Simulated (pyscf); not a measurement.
Substitution at Si: `[CH2]=[CH][SiH3]` + `[H]` [doublet] → `[CH2]=[CH][SiH3]` + `[H]` [doublet]

Gas phase, doublet surface, charge 0. Bonds broken: Si3–H10. Bonds formed: Si3–H7. Structures and frequencies: ωB97X-D3(BJ)/def2-SVP in PySCF.

Transition state (Å):

```xyz
10

C     -2.3724     0.3198     0.5015
C     -1.0873     0.6784     0.4069
Si     0.1224    -0.1766    -0.7714
H     -2.7891    -0.4927    -0.1063
H     -3.0667     0.8202     1.1877
H     -0.7157     1.4912     1.0450
H      1.2890    -0.2145     0.3122
H     -0.8276    -1.1336    -1.4667
H      0.6875     0.7475    -1.7947
H      1.1349    -1.4801    -0.8077
```

One imaginary mode, 453i cm⁻¹; descent along it reached the two sides named.

```csv
bond,change,reactant side (Å),saddle,product side
Si3–H10,breaks,1.493,1.651,4.5
Si3–H7,forms,3.7,1.593,1.494
```

Electronic energies relative to the separated reactants (eV):

```csv
level,barrier,reaction energy,reverse barrier
ωB97X-D3(BJ)/def2-TZVP,0.47,0.00,0.47
PBE/def2-TZVP,0.20,0.00,0.20
r²SCAN/def2-TZVP,0.17,0.00,0.17
B3LYP-D3(BJ)/def2-TZVP,0.30,0.00,0.30
PBE0-D3(BJ)/def2-TZVP,0.32,0.00,0.32
M06-2X/def2-TZVP,0.51,0.00,0.51
ωB97M-D3(BJ)/def2-TZVP,0.47,0.00,0.47
HF/def2-TZVP,1.18,0.00,1.18
```

With ωB97M-D3(BJ)/def2-TZVP energies and thermal terms (ideal gas, 1 atm, RRHO with modes under 100 cm⁻¹ raised to 100, one conformer, R ln 2 for chiral ones without a mode under 150 cm⁻¹), in eV:

```tsv
T (K)	ΔH‡	ΔG‡	ΔH	ΔG
298	0.46	0.77	0.00	0.00
600	0.43	1.10	0.00	0.00
900	0.42	1.44	0.00	0.00
1200	0.40	1.79	0.00	0.00
```

The same reactants have a lower exit, to H₂C=CH–SiH₂• + H₂ (barrier +0.19 eV at ωB97M-D3(BJ)/def2-TZVP, against +0.47 eV here). This is the saddle that the search found; another between the same sides may lie lower. The angle at the attacked Si is 63° (front-side attack).
